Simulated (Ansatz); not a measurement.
in.yaml

```yaml
crystal:
  periodic: [false, false, false]
  atoms:
    - {symbol: P, position_ang: [0.000000, 0.000000, 0.000000]}
    - {symbol: H, position_ang: [0.000000, 0.000000, 1.305000]}
basis:
  gaussian: {orbitals: "6-31++G**"}
total_charge: -1
magnetization: {spin_polarized: false, initial_magnetization: 1}
correlation: {method: fci, electrons: outside_noble_gas}
```

```sh
$ ansatz run in.yaml --threads 1 --pin off --events-out ev --progress --plain --max-ram 2393MiB
```

Log:

```
424 factors; integrals over basis functions are off by at most 1.9e-7 eV
mean field evaluation 1: about -9285.0359 eV, gradient 1.2e1 eV
mean field evaluation 2: about -9285.0559 eV, gradient 1.2e1 eV
mean field evaluation 4: about -9285.8796 eV, gradient 1.0e0 eV
mean field evaluation 8: about -9285.8925 eV, gradient 2.2e-1 eV
mean field evaluation 16: about -9285.8927 eV, gradient 2.5e-1 eV
mean field -9285.89300630 eV, -341.2502737771 hartree, gradient 4.2e-6 eV, S^2 0.750000; 2 other end points of the search recorded, 0 dependent functions left out
mean field evaluation 32: about -9285.8805 eV, gradient 3.1e0 eV
mean field evaluation 64: about -9282.5706 eV, gradient 6.0e-3 eV
5 core orbitals not correlated: weight in the atoms' cores, before any rotation towards them, 1.000 or more for the frozen orbitals, at most 0.000 for the correlated occupied ones
reference -9285.89300630 eV, -341.2502737771 hartree; 4, 3 occupied and 20, 21 virtual orbitals, 424 factors
state -9289.22029275 eV, -341.3725492989 hartree
Total energy: -9289.22029275 eV, -341.3725492989 hartree
```

Ran on 1 thread of Arm Neoverse V2, shared host: 80 s wall, 0.75 GiB peak host memory.
